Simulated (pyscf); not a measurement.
**•H₂C–CH=O, doublet**

Gas-phase minimum from PySCF at ωB97X-D3(BJ)/def2-SVP, one conformer. •H₂C–CH=O lies 6.7 kcal/mol over its isomer H₃C–C•=O, and others may lie lower still (electronic energy, ωB97M-D3(BJ)). 

```xyz
6

C      0.4892    -0.7914    -0.1120
C      1.1455     0.2193     0.6629
O      1.9082    -0.0390     1.5903
H     -0.1851    -0.5312    -0.9332
H      0.6718    -1.8431     0.1289
H      0.9320     1.2793     0.3847
```
Charge 0, spin multiplicity 2.

Bonds (Å): C1–C2 1.433, C1–H4 1.094, C1–H5 1.094, C2–O3 1.228, C2–H6 1.116. Angles (°): C2–C1–H4 121.4, C2–C1–H5 118.8, H4–C1–H5 119.8, C1–C2–O3 123.0, C1–C2–H6 116.6, O3–C2–H6 120.4.

Properties at ωB97X-D3(BJ)/def2-SVP:

```json
{
 "harmonic_wavenumbers_unscaled": "458, 507, 745, 978, 992, 1160, 1400, 1471, 1632, 2987, 3175, 3303 cm⁻¹",
 "zero_point_energy": "26.9 kcal/mol",
 "rotational_symmetry_number": "1",
 "Entropy of this conformer at 298 K and 1 atm, rigid rotor and harmonic oscillator, modes under 100 cm⁻¹ raised to 100": "258.7 J/(mol K)",
 "dipole_moment": "2.80 D",
 "Spin expectation value S2": "0.774"
}
```

Single-point totals, which compare only within one level (frozen core for MP2 and CC):

| level | total energy (hartree) |
|---|---|
| ωB97X-D3(BJ)/def2-TZVP | -153.27877 |
| PBE/def2-TZVP | -153.05078 |
| r²SCAN/def2-TZVP | -153.15047 |
| B3LYP-D3(BJ)/def2-TZVP | -153.24342 |
| PBE0-D3(BJ)/def2-TZVP | -153.05794 |
| M06-2X/def2-TZVP | -153.16102 |
| ωB97M-D3(BJ)/def2-TZVP | -153.26815 |
| UHF/def2-TZVPP | -152.36279 |
| MP2/def2-TZVPP | -152.87153 |
| CCSD/def2-TZVPP | -152.90633 |
| CCSD(T)/def2-TZVPP | -152.92843 |

The CCSD(T) − MP2 part came from Ansatz, without density fitting, on the same reference. A UHF reference is spin-contaminated (<S²> up to 0.92), which harms MP2 most.
